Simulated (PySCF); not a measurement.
Gas-phase reaction: ethylsilane + (CH3)3Si + 3 SiH → 5 H2CSiH2

Computed with PySCF and rigid-rotor harmonic-oscillator thermochemistry at 1 bar. † marks an energy on the PBE0/def2-TZVP geometry and frequencies; other levels use their own. MP2 freezes the core. 6-31G* has spherical d functions here. Open shells (unrestricted): (CH3)3Si (multiplicity 2), SiH (multiplicity 2, electronic degeneracy 4); the rest are closed-shell singlets. Spin-orbit splitting is ignored; it lowers the true energy and changes the entropy of SiH. B3LYP is the form with VWN-RPA correlation. (CH3)3Si, H2CSiH2: computed as isolated molecules; such fragments, hydroxides, amides, oligomers or adducts are transient or little studied in the gas. MP2 isn't extrapolated to the basis-set limit; its ΔH°(298 K) is -81.9 kJ in def2-SVP and -148.2 kJ in def2-TZVPP. The harmonic model lacks anharmonicity and excited electronic states, which grow with temperature; levels with a mode under 35 cm⁻¹ are left out. Internal rotation in ethylsilane, (CH3)3Si is treated as a harmonic vibration of one conformer, which makes the entropy rough.

| level | ΔE electronic, kJ | ΔH°(298 K), kJ | ΔS°(298 K), J/K | ΔG°(600 K), kJ |
|---|---|---|---|---|
| B3LYP/6-31G* | -28 | -67 | -4 | -66 |
| B3LYP/def2-TZVP† | -96 | -134 | -5 | -131 |
| MP2/def2-TZVPP† | -110 | -148 | -5 | -146 |
| PBE0/def2-SVP† | -18 | -56 | -5 | -53 |
| r2SCAN/def2-TZVP† | -104 | -141 | -5 | -139 |
ΔH° is lowest at MP2/def2-TZVPP† and highest at PBE0/def2-SVP†. No reference value is set beside these.
